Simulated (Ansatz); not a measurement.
in.yaml

```yaml
crystal:
  periodic: [false, false, false]
  atoms:
    - {symbol: C, position_ang: [-0.005454, -0.323820, 1.724762]}
    - {symbol: Ge, position_ang: [-0.006287, 0.094083, 0.007001]}
    - {symbol: N, position_ang: [0.041677, -0.216147, -1.709196]}
    - {symbol: H, position_ang: [-0.061100, 0.081986, 2.694628]}
basis:
  gaussian: {orbitals: cc-pVDZ}
magnetization: {spin_polarized: true, initial_magnetization: 2}
hamiltonian: {xc: {name: PBE}}
correlation: {method: rpa, electrons: outside_noble_gas}
```

```sh
$ ansatz run in.yaml --threads 1 --pin off --events-out ev --progress --plain --max-ram 2393MiB
```

The program prints:

```
642 factors; integrals over basis functions are off by at most 5.5e-4 eV
mean field evaluation 1: about -59032.4266 eV, gradient 4.4e1 eV
mean field evaluation 2: about -59032.4265 eV, gradient 4.4e1 eV
mean field evaluation 4: about -59008.4295 eV, gradient 7.0e1 eV
mean field evaluation 8: about -59039.6439 eV, gradient 2.3e1 eV
mean field evaluation 16: about -59042.7909 eV, gradient 1.3e-6 eV
mean field evaluation 32: about -59025.6273 eV, gradient 2.1e1 eV
mean field -59042.79089371 eV, -2169.7825447027 hartree, gradient 1.3e-6 eV, S^2 2.102681; 3 other end points of the search recorded, 0 dependent functions left out
16 core orbitals not correlated: weight in the atoms' cores, before any rotation towards them, 0.989 or more for the frozen orbitals, at most 0.008 for the correlated occupied ones
reference -58993.03351205 eV, -2167.9539946537 hartree; 8, 6 occupied and 36, 38 virtual orbitals, 642 factors
Total energy: -59009.17281155 eV, -2168.5471029706 hartree
```

Ran on 1 thread of Arm Neoverse V2, shared host: 4.3 s wall, 0.13 GiB peak host memory.
